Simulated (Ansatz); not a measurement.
# How close CCSD(T) comes to the exact answer in a basis

Each species is computed at the geometry given (Å), with frozen cores, in Ansatz 0.2.0: RHF-CCSD(T) for singlets, UHF-CCSD(T) otherwise, and full CI in the same basis. The program picks the determinant by trial CCSD, so it needn't be the lowest Hartree–Fock solution. States: AlH Π, SiH Σ⁻ or Δ, Al2⁺ Σg⁺ or Δg, AsH4⁺ A1. Cases whose determinant has another symmetry than full CI's state, or whose (Q) step broke down, weren't drawn. No relativity is included.

Judging by size, spin and bonding and the diagnostics given, rank them by the size of CCSD(T)'s error in total energy against full CI in the same basis, smallest first (an estimate).
A. AsH4⁺, singlet, 6-31G: As 0.000 0.000 0.000; H 1.480 1.485 1.482; H -1.486 -1.478 1.483; H -1.478 1.480 -1.489; H 1.485 -1.487 -1.476. T1 0.038, (T) -505 meV in a correlation energy of -6.66 eV
B. SiH, sextet, cc-pVTZ: Si 0.000 0.000 0.000; H 0.000 0.000 1.500. T1 0.011, (T) -16 meV in a correlation energy of -0.95 eV
C. AlH, triplet, cc-pVQZ: Al 0.000 0.000 0.000; H 0.000 0.000 1.665. T1 0.030, (T) -46 meV in a correlation energy of -1.64 eV
D. Al2⁺, doublet, cc-pVTZ: Al 0.000 0.000 0.000; Al 0.000 0.000 3.237. T1 0.027, (T) -70 meV in a correlation energy of -2.67 eV

B (1.6 meV), C (16.3 meV), D (25.1 meV), A (344.7 meV).

```
       species    basis  correlated electrons  CCSD(T) − full CI (meV)  CCSDT(Q) − full CI (meV)  unpaired electrons (full CI)     T1  ⟨S²⟩ of the determinant
   SiH, sextet  cc-pVTZ                     5                      1.6                      -3.5                          5.00  0.011                     8.75
  AlH, triplet  cc-pVQZ                     4                     16.3                      -0.9                          2.03  0.030                     2.01
 Al2⁺, doublet  cc-pVTZ                     5                     25.1                       0.2                          1.13  0.027                     0.82
AsH4⁺, singlet    6-31G                     8                   344.7*                      30.9                          2.46  0.038                     0.00
```

Unpaired electrons are Σ n²(2−n)² over natural occupations; an open shell counts its own unpaired electrons too. Frozen cores follow each run's orbitals, which moves totals by a few meV. No single determinant describes AsH4⁺, singlet well, by full CI's occupations. An asterisk marks runs whose energy the program itself flagged as in doubt.
